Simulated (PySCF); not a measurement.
Compound: C2H7PS.
SMILES: `C[PH](C)=S`

A linear-response calculation (PySCF, def2-SVPD basis, gas phase, vertical, core orbitals frozen in the response) gave these numbers; the functional is withheld.

Orbital energies (eV): HOMO-3 -12.09, HOMO-2 -11.10, HOMO-1 -7.79, HOMO -7.77, LUMO 0.93, LUMO+1 1.54, LUMO+2 1.61.

```
state  E (eV)       f     main configurations (H = HOMO, L = LUMO)
   S1    5.72  0.0008                       H→L (56%), H→L+1 (35%)
   S2    5.90   0.028                   H-1→L (43%), H-1→L+1 (42%)
   S3    6.09   0.061          H→L+3 (41%), H→L+1 (24%), H→L (23%)
   S4    6.10   0.045    H-1→L+3 (41%), H-1→L (33%), H-1→L+1 (13%)
   S5    6.33   0.018  H-1→L+2 (69%), H-1→L+8 (10%), H-1→L+5 (10%)
   S6    6.54   0.047                   H→L+2 (52%), H-1→L+4 (16%)
```

Triplets, Tamm–Dancoff:

```
state  E (eV)  λ (nm)   main configurations (H = HOMO, L = LUMO)
   T1    5.28   234.6  H-1→L+1 (50%), H-1→L (27%), H-1→L+3 (10%)
   T2    5.35   231.8        H→L+1 (51%), H→L+3 (21%), H→L (16%)
   T3    5.71   217.2                 H-1→L (39%), H-1→L+3 (37%)
   T4    5.79   214.3                     H→L (60%), H→L+3 (24%)
```

Vertical ionisation energy by ΔSCF with the same functional: 8.62 eV. Mean static polarisability: 73.6 au.

**Question.** Name the functional.
A. HF
B. CAM-B3LYP
C. PBE
D. B3LYP

**Answer.** B. CAM-B3LYP is range-separated, 19% exact exchange at short range and 65% at long range (ω = 0.33 bohr⁻¹). In this run −ε(HOMO) = 7.77 eV differs from the ΔSCF value by -0.86 eV, and S1 differs from the orbital gap of 8.70 eV by -2.98 eV. The ratio −ε(HOMO)/IP is 0.90. Small neutral molecules mostly give 0.85 to 0.93 with CAM-B3LYP, 0.5 to 0.7 with PBE, 0.67 to 0.83 with B3LYP; with Hartree–Fock the ratio is 1 or more (Koopmans' value less the relaxation energy is the ΔSCF value).

Theory: TDDFT CAM-B3LYP/def2-SVPD, vertical, gas phase, core orbitals frozen in the response in PySCF 2.14.0, density-fitted response routines. Geometry: PBE0-D3(BJ)/def2-SVP; no solvent, vibrations or thermal averaging.
